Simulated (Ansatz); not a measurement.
A made-up structure of CH5S (charge +1), closed shell:

```
7
angstrom
C 0.5835 0.1932 0.9490
S -0.4891 -0.4191 -0.3671
H -1.7487 -0.4239 0.1456
H -0.0892 -1.6950 -0.6156
H -0.3969 0.3646 -1.4748
H 0.3274 1.2217 0.9382
H 1.4833 0.3377 0.4075
```

It is relaxed with PBE-D4/def2-SVP and then PBE0-D4/def2-TZVP (Ansatz 0.2.0). Atoms count as bonded within 1.22 times the sum of their covalent radii (H–H: 0.88 Å). The end point is not checked to be a true minimum.

Q: Does its bonding change? (Judge from chemistry; the calculation decides.)

A: The calculation gives: No: no bond forms or breaks.

Where it ends: The first stage lowers the energy by 1.50 eV in 9 steps. It ends as CH₅S ([CH2][SH3]), total charge +1:
```tsv
atom	x (Å)	y (Å)	z (Å)
C1	0.5923	0.3164	0.7633
S2	-0.3852	-0.2881	-0.3590
H3	-1.6641	-0.3398	0.0916
H4	-0.0541	-1.5722	-0.6468
H5	-0.7121	0.0761	-1.6796
H6	0.2435	1.2317	1.2292
H7	1.6499	0.1551	0.5841
```

Labels in which every atom is bracketed show which atoms are joined, not bond orders.

For scale, one of the runs: PBE0-D4/def2-TZVP relaxation, 98 basis functions, launched by `ansatz run in.yaml --threads 2 --pin off --events-out ev --progress --plain --max-ram 4352MiB`. Hardware: 2 CPU threads of an Arm Neoverse N1, shared host. Wall time about 17 s.
